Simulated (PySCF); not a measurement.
Compound: C4H5O2 (doublet state).
Cartesian coordinates in Å at the GFN2-xTB level; atoms count from 1:
```
atom  x, y, z in Å
C1    -1.9105   -0.4847   -0.5659
C2    -1.0363    0.5528   -0.7004
C3     0.2479    0.5846   -0.1801
O4     0.7395   -0.4658    0.5302
C5     1.9800   -0.4020    1.0167
O6     2.7458    0.5119    0.8971
H7    -2.8938   -0.4452   -0.9959
H8    -1.6351   -1.3717   -0.0245
H9    -1.3367    1.4340   -1.2500
H10    0.9134    1.4264   -0.3082
H11    2.1913   -1.3379    1.5550
```

The hyperfine couplings belong to this conformer and change with its torsions.

The species is `[CH2]/C=C\OC=O` [radical].

Theory: UKS B3LYP, pcH-1 on C H O, non-relativistic, mean-field spin-orbit, GIAO (PySCF). The structure is a single GFN2-xTB conformer in the gas phase; no vibrational or solvent corrections. Couplings are sensitive to structure, and on GFN2-xTB geometries they can be far from those on DFT ones. The SCF solution wasn't tested for stability. ⟨S²⟩ is 0.775 where a pure state has 0.75.

The isotropic 13C couplings are +62.0, +51.2, -46.7, +2.7 MHz. Assign them to C1; C2; C3; C5.

```
site  a_iso (MHz)  ρ(0) (bohr⁻³)                 position  distance from C1 (Å)  spin population  largest |T| (MHz)
  C1        +51.2        +0.0455  largest spin population                  0.00            +0.64               95.4
  C2        -46.7        -0.0415           1 bond from C1                  1.36            -0.25               28.1
  C3        +62.0        +0.0551         a main spin site                  2.44            +0.62              106.3
  C5         +2.7        +0.0024          2 bonds from C3                  4.20            +0.03                4.7
```

ρ(0) is the spin density at the nucleus and T the dipolar tensor. The largest Mulliken spin populations are on C1 (+0.64), C3 (+0.62) and C2 (-0.25). The angles at C1 add up to 360.0°, so it is planar. Main spin sites, with 60 % or more of the largest population: C1, C3; positions count bonds from the nearest.

H7 and H8 aren't averaged: C1 is flat or nearly so (angle sum 360°), and its turn about the short C1–C2 bond (1.36 Å) is taken as slow.

Time: 39 s of wall time (grids of density and orbitals included); peak memory 0.69 GiB. Hardware: Arm Neoverse N1, one thread, no GPU, shared host with 32 logical CPUs at a one-minute load of 22.
